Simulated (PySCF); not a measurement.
Compound: C4H12P2.
Numbering: `[CH3:1][CH:2]([CH3:3])[PH:4][CH2:5][PH2:6]` (hydrogens: H7, H8, H9 on C1; H10 on C2; H11, H12, H13 on C3; H14 on P4; H15, H16 on C5; H17, H18 on P6)

Computed, not measured: TDDFT wB97X-D/def2-SVPD, vertical, gas phase, core orbitals frozen in the response (PySCF). The structure is a single GFN2-xTB conformer in the gas phase; no vibrational or solvent corrections. Torsions of this conformer, `[CH3:1][CH:2]([CH3:3])[PH:4][CH2:5][PH2:6]`: C1–C2–P4–C5 78°, C2–P4–C5–P6 168°, H–P6–C5–P4 -47°, H–P6–C5–P4 45°.

Computed states:

```
state  E (eV)      f
   S1    6.35  0.030
   S2    6.39  0.040
   S3    6.68  0.118
   S4    7.18  0.132
   S5    7.24  0.057
   S6    7.46  0.105
   S7    7.71  0.063
   S8    7.83  0.086
```

Broadening: Gaussians 0.25 eV wide at half height, area fixed by f = 4.319×10⁻⁹ ∫ε dν̃. The width is an assumption, not a result. The curve ends short of the highest state used, and states not computed would add to its high-energy end.

(1) Give the broadened spectrum and its maxima.

(2) On this curve, what absorbance would a 10⁻³ mol/L sample give at 193 nm over a 1 cm path?

(3) Coming from long wavelengths, where does ε first pass 100 L mol⁻¹ cm⁻¹?

Results:

(1) 
(E (eV), ε (L mol⁻¹ cm⁻¹)): (5.97, 8), (6.02, 39), (6.06, 121), (6.10, 327), (6.15, 935), (6.19, 1854), (6.23, 3209), (6.28, 5257), (6.32, 6707), (6.36, 7523), (6.41, 7432), (6.45, 6870), (6.49, 6599), (6.54, 7541), (6.58, 9356), (6.62, 11420), (6.67, 12853), (6.71, 12269), (6.75, 10217), (6.80, 6691), (6.84, 4131), (6.89, 2138), (6.93, 1752), (6.97, 2543), (7.02, 5345), (7.06, 8975), (7.10, 13298), (7.15, 18091), (7.19, 20078), (7.23, 19887)

Maxima: 194 nm (6.38 eV), ε about 7600, made up of S1 (40%) and S2 (56%); 186 nm (6.68 eV), ε about 13000, made up of S3 (99%); 172 nm (7.21 eV), ε about 20000, made up of S4 (68%) and S5 (29%) (ε in L mol⁻¹ cm⁻¹; maxima over ε = 5, shares over 10%).

(2) 193 nm is 6.424 eV, where ε is about 7200 L mol⁻¹ cm⁻¹, so A = ε c l ≈ 7.2 (Beer–Lambert, with the gas-phase spectrum and the assumed width).

(3) At about 205 nm (6.05 eV), 0.29 eV below S1.
